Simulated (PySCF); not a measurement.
**The first ionisation energy along group 14**

Calculated with PySCF 2.14 from differences of total energies of unrestricted determinants, without spin-orbit coupling. Values in eV. The last column holds reference values (NIST; (s) semi-empirical, (t) theoretical, else measured). Unmarked ones compare directly (S terms, centres of terms, or small fine structure); those marked * lie between the lowest fine-structure levels and include a spin-orbit shift.

```csv
element,configurations,UHF,MP2 (valence),SCS-MP2 (valence),reference
"C (x2c-TZVPall, spin-free X2C)",[He] 2s2 2p2 → [He] 2s2 2p1,10.797,11.237,11.111,11.262
"Si (x2c-TZVPall, spin-free X2C)",[Ne] 3s2 3p2 → [Ne] 3s2 3p1,7.630,8.026,7.942,8.157
"Ge (x2c-TZVPall, spin-free X2C)",[Ar] 3d10 4s2 4p2 → [Ar] 3d10 4s2 4p1,7.414,7.758,7.684,7.925
"Sn (x2c-TZVPall, spin-free X2C)",[Kr] 4d10 5s2 5p2 → [Kr] 4d10 5s2 5p1,6.859,7.143,7.081,7.389
```

```
           method  elements  mean error (eV)  mean absolute error (eV)  largest error (eV)
              UHF         4           -0.508                     0.508              -0.530
    MP2 (valence)         4           -0.142                     0.142              -0.246
SCS-MP2 (valence)         4           -0.229                     0.229              -0.309
```

Errors include the incompleteness of the basis and the frozen core.

"Valence" correlates the outer s and p shells and, in groups 3 to 12 and the f block, the outer d or f shell, open or full, or the next shell where the ion has no valence electron left; the wider scheme adds the next inner shell.
